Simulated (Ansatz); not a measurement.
**SiH₃Cl: basis-set convergence**

How large a basis does SiH₃Cl need? Two functionals and correlated methods are run in growing sets.

Program: Ansatz 0.2.0, Gaussian basis. Level of theory: one geometry, several basis sets. These are calculated values, not measurements.

The runs, in order: PBE0-D4/def2-SVP; ωB97M-V/def2-SVP; PBE0-D4/def2-QZVPP; ωB97M-V/def2-QZVPP; CCSD(T)/cc-pV(D+d)Z; CCSD(T)/cc-pV(T+d)Z; CCSD(T)/cc-pV(Q+d)Z; the functionals' def2-TZVPP values are taken from earlier runs.

## Step 1: The relaxed structure

An earlier PBE0-D4 in a triple-zeta def2 set relaxation fixed the geometry.

SMILES `[SiH3]Cl`, 5 atoms, charge 0, spin multiplicity 1.

Atoms are counted from 1 here; the program's logs count them from 0.

Bond lengths: Si1–Cl2 2.054 Å, Si1–H3 1.481 Å, Si1–H4 1.481 Å, Si1–H5 1.481 Å. Angles: Cl2–Si1–H3 108.5°, Cl2–Si1–H4 108.5°, Cl2–Si1–H5 108.5°, H3–Si1–H4 110.4°, H3–Si1–H5 110.4°, H4–Si1–H5 110.4°.

## Step 2: PBE0-D4 in def2-SVP

The input, in.yaml:

```yaml
crystal:
  periodic: [false, false, false]
  atoms:
    - {symbol: Si, position_ang: [-0.112033, 0.018561, -0.030864]}
    - {symbol: Cl, position_ang: [1.838264, -0.513519, 0.329870]}
    - {symbol: H, position_ang: [-0.950928, -0.488276, 1.079072]}
    - {symbol: H, position_ang: [-0.534709, -0.585728, -1.314907]}
    - {symbol: H, position_ang: [-0.190794, 1.495362, -0.104671]}
basis:
  gaussian: {orbitals: def2-SVP}
hamiltonian: {xc: pbe0, dispersion: d4}
output: {orbitals: {seedname: orbitals}}
```

After this run come: ωB97M-V in def2-SVP; PBE0-D4 in def2-QZVPP; ωB97M-V in def2-QZVPP; CCSD(T) in cc-pV(D+d)Z; CCSD(T) in cc-pV(T+d)Z; CCSD(T) in cc-pV(Q+d)Z.

**Question.** What will the summary of the whole plan be? Wanted: MP2 correlation recovered, cc-pV(D+d)Z; MP2 correlation recovered, cc-pV(T+d)Z; MP2 correlation recovered, cc-pV(Q+d)Z; CCSD(T) limit from def2 sets; PBE0-D4: double and triple zeta above quadruple; ωB97M-V: double and triple zeta above quadruple.

As calculated:

| quantity | value |
| --- | --- |
| MP2 correlation recovered, cc-pV(D+d)Z | 65.5 % |
| MP2 correlation recovered, cc-pV(T+d)Z | 86.3 % |
| MP2 correlation recovered, cc-pV(Q+d)Z | 94.3 % |
| CCSD(T) limit from def2 sets (earlier runs) less the limit of this series | -84 meV |
| PBE0-D4: double and triple zeta above quadruple | 7.88, 0.65 eV |
| ωB97M-V: double and triple zeta above quadruple | 7.84, 0.61 eV |

**Reading.** For PBE0-D4 the step from double to triple zeta gains 7.23 eV and the next only 0.65 eV. In cc-pV(D+d)Z MP2 holds 66 % of its limit, in cc-pV(Q+d)Z 94 %, while Hartree-Fock is within 0.062 eV in the largest set. A limit from the def2 sets, made apart, differs by 84 meV, a least measure of the doubt on such a limit. These are total energies; as a rule much of such shifts cancels in differences, which this series doesn't test. The LUMO of ωB97M-V is positive and keeps falling with the basis (2.33 to 1.27 eV): an unbound level that the basis holds in place.
